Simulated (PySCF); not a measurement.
**Complex of 2 × hydrogen chloride**

Made of 2 × hydrogen chloride. The whole: neutral, singlet.

| part | name | SMILES | atoms | charge | multiplicity |
| --- | --- | --- | --- | --- | --- |
| 1 | hydrogen chloride | Cl | 1–2 | 0 | 1 |
| 2 | hydrogen chloride | Cl | 3–4 | 0 | 1 |

```xyz
4

Cl    0.210    0.517    0.084
H     0.075   -0.757    0.199
Cl   -0.260   -3.033    1.068
H    -0.372   -2.503    2.229
```
Atom numbers follow the order of the file, from 1.

In these coordinates H2···Cl3 is 2.459 Å. Part 2 is then moved rigidly along that line, all else held; at short range other atoms may come into contact.

The starting structure comes from a short search with a few starts; no frequency run checks that it is a minimum, and another way of binding may lie lower.

Level of theory: CCSD(T)/aug-cc-pVDZ and MP2/aug-cc-pVTZ, aug-cc-pVQZ counterpoise interaction energy, frozen core, gas phase, in PySCF 2.14.0. The geometry comes from PBE0-D3(BJ)/def2-TZVPD.

Counterpoise energies in kJ/mol, cluster less the parts frozen as they stand in it; small is aug-cc-pVDZ, large aug-cc-pVQZ. Estimated limit: HF in aug-cc-pVQZ, MP2 correlation extrapolated as X⁻³ from aug-cc-pVTZ and aug-cc-pVQZ, and CCSD(T) less MP2 in aug-cc-pVDZ; it isn't the exact limit.

```
H2···Cl3 (Å)  HF large  MP2 large  SCS-MP2 large  CCSD(T) small  CCSD(T) limit est.
       2.213       8.1       -6.2           -2.5            0.6                -4.6
       2.336       3.2       -8.3           -5.3           -3.1                -7.0
       2.459       0.1       -9.1           -6.7           -5.1                -8.1
       2.582      -1.6       -9.0           -7.1           -6.1                -8.3
       2.705      -2.6       -8.6           -7.0           -6.4                -7.9
       3.074         ?          ?              ?              ?                   ?
       3.689      -2.1       -3.3           -2.9           -3.0                -3.1
       4.918         ?          ?              ?              ?                   ?
```

Question: Fill in the withheld rows.

Answer: 
```csv
H2···Cl3 (Å),HF large,MP2 large,SCS-MP2 large,CCSD(T) small,CCSD(T) limit est.
3.074,-3.1,-6.3,-5.4,-5.4,-6.0
4.918,-0.8,-1.0,-0.9,-0.9,-0.9
```

The 8 runs took 2.2 min in all, one thread each of Arm Neoverse V1 on a shared host, launched as `OMP_NUM_THREADS=1 python cluster_run.py task.json out`.
